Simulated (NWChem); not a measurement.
**triplet HF: levels of theory compared**

Wanted: a comparison of 6 runs (U-wB97X/cc-pVTZ, UB3LYP/6-31G*, UB2PLYP/cc-pVTZ, UCAM-B3LYP/cc-pVTZ, UMP3/cc-pVTZ) of triplet HF. 

The calculation is run with NWChem 7.3.0.

20 further runs of the same task are left out: 20 set aside as unsound or not needed.

**1. The system as given**

The species is HF (2 atoms), meant as a triplet with charge 0. SMILES of the parent species: `F`. The coordinates come from a PBE0-D4/def2-TZVP relaxation. That shape belongs to the parent species and isn't relaxed for this state.

Bond lengths: F1–H2 0.920 Å.

**2. The energy at U-wB97X/cc-pVTZ (run 1)**

mol.nw reads:

```
START mol
memory total 2200 mb
GEOMETRY units angstroms noautosym nocenter noautoz
  F       -0.390000       0.144600      -0.196400
  H        0.390000      -0.144600       0.196400
END
BASIS spherical bse
  * library cc-pVTZ
END
DFT
  xc wb97x
  mult 3
  grid xfine
  convergence energy 1e-08
  iterations 100
  mulliken
  print low
END
TASK dft
```

Started as:

```
$ nwchem mol.nw > mol.out
```

The log of the run:

```text
[...]
 d= 0,ls=0.0,diis     1   -100.0289501568 -1.05D+02  1.45D-02  2.25D-01     0.6
[...]
 d= 0,ls=0.0,diis     8   -100.0752691904 -5.95D-09  4.39D-06  1.25D-09     4.7
[...]
         Total DFT energy =     -100.075269190371
      One electron energy =     -148.089136734253
           Coulomb energy =       53.499272761506
    Exchange-Corr. energy =      -10.662357903655
 Nuclear repulsion energy =        5.176952686031
[...]
      Total Density - Mulliken Population Analysis
     ---------------------------------------------
    Atom       Charge   Shell Charges
 -----------   ------   -------------------------------------------------------
    1 F    9     8.47   1.94  0.30  1.11  0.48  1.53  2.20  0.91  0.00  0.00  0.00
    2 H    1     1.53   0.23  0.39  0.84  0.03  0.03  0.01
[...]
      <S2> =      2.0018 (Exact =     2.0000)
[...]
```

It took 5.4 s on 1 thread of AMD EPYC 9R45 (Zen 5), shared host; peak memory 0.11 GiB.

**3. The energy at UB3LYP/6-31G(d) (spherical functions) (run 2)**

fh.nw reads:

```
start fh
memory stack 880 mb heap 220 mb global 1100 mb
geometry units angstrom noautosym nocenter noautoz
 F    -0.390000    0.144600   -0.196400
 H     0.390000   -0.144600    0.196400
end
basis spherical bse
 * library 6-31G*
end
dft
 xc b3lyp
 mult 3
 grid xfine
 convergence energy 1e-08
 maxiter 100
 mulliken
end
task dft energy
```

Started as:

```
$ nwchem fh.nw > fh.out
```

The log of the run:

```text
[...]
          Wavefunction type:  spin polarized.
          No. of atoms     :     2
          No. of electrons :    10
[...]
          Charge           :     0
          Spin multiplicity:     3
[...]
          AO basis - number of functions:    16
[...]
              XC Information
              --------------
                         B3LYP Method XC Potential
                     Hartree-Fock (Exact) Exchange  0.200
                        Slater Exchange Functional  0.800 local
                    Becke 1988 Exchange Functional  0.720 non-local
              Lee-Yang-Parr Correlation Functional  0.810
                  VWN I RPA Correlation Functional  0.190 local
[...]
 d= 0,ls=0.0,diis     1   -100.0002704286 -1.05D+02  3.35D-02  1.42D-01     0.1
[...]
 d= 0,ls=0.0,diis     7   -100.0344721172 -5.22D-10  1.97D-07  7.70D-12     0.7
[...]
         Total DFT energy =     -100.034472117150
      One electron energy =     -148.313843538136
           Coulomb energy =       53.849552513445
    Exchange-Corr. energy =      -10.747133778490
 Nuclear repulsion energy =        5.176952686031
[...]
      Total Density - Mulliken Population Analysis
     ---------------------------------------------
    Atom       Charge   Shell Charges
 -----------   ------   -------------------------------------------------------
    1 F    9     8.67   2.00  1.01  3.17  0.90  1.58  0.01
    2 H    1     1.33   0.41  0.91
[...]
      <S2> =      2.0011 (Exact =     2.0000)
[...]
```

Wall time 1.2 s (1 thread of AMD EPYC 9R45 (Zen 5), shared host); peak memory 0.11 GiB.

Runs 3 to 5 aren't shown in full; the table further down has their settings and results.

**4. The energy at UMP3/cc-pVTZ (run 6)**

fh.nw reads:

```
start fh
title "FH"
memory total 2200 mb

geometry units angstroms noautosym nocenter noautoz
F       -0.390000       0.144600      -0.196400
H        0.390000      -0.144600       0.196400
end

basis spherical bse
* library cc-pVTZ
end

scf
nopen 2
uhf
thresh 1e-08
maxiter 80
end

tce
scf
mbpt3
freeze core 1
maxiter 60
end

task tce energy
```

Started as:

```
$ nwchem fh.nw > fh.out
```

The log of the run:

```text
[...]
  functions       =    44
[...]
  wavefunction    = UHF
[...]
         Total SCF energy =    -99.732939552640
      One electron energy =   -148.101758036557
      Two electron energy =     43.191865797886
 Nuclear repulsion energy =      5.176952686031
                       Sz =      1.0000
                 Sz(Sz+1) =      2.0000
                      S^2 =      2.0041
[...]
         Wavefunction type : Unrestricted Hartree-Fock
          No. of electrons :    10
[...]
         Spin multiplicity : triplet
[...]
```

It took 2.1 s on 1 thread of AMD EPYC 9R45 (Zen 5), shared host; peak memory 0.22 GiB.

**5. All runs side by side**

```
run                                level  Cartesian functions  frozen core orbitals  energy (Eh)   ⟨S²⟩  wall time
  1                      U-wB97X/cc-pVTZ                   no                     –  -100.075269  2.002      5.4 s
  2  UB3LYP/6-31G* (spherical functions)                   no                     –  -100.034472  2.001      1.2 s
  3  UB3LYP/6-31G* (Cartesian functions)                  yes                     –  -100.037059  2.001      1.6 s
  4                      UB2PLYP/cc-pVTZ                   no                     1  -100.053526  2.002        3 s
  5                   UCAM-B3LYP/cc-pVTZ                   no                     –  -100.084242  2.001      3.6 s
  6                         UMP3/cc-pVTZ                   no                     1   -99.955397  2.004      2.1 s
```

**6. Outcome**

| quantity | value |
| --- | --- |
| run 6: total energy | -99.95540 Eh |
| run 6: HOMO energy (Hartree–Fock orbitals) (highest over α and β) | -5.68 eV |
| run 6: LUMO energy (Hartree–Fock orbitals) (lowest over α and β) | -2.14 eV |
| run 6: correlation energy (1 core orbital frozen) | -222.5 mEh |
| run 6: ⟨S²⟩ of the reference determinant | 2.004 |

What this shows: Totals of different functionals can't be ranked against each other. All runs together took 17 s, the longest 5.4 s.
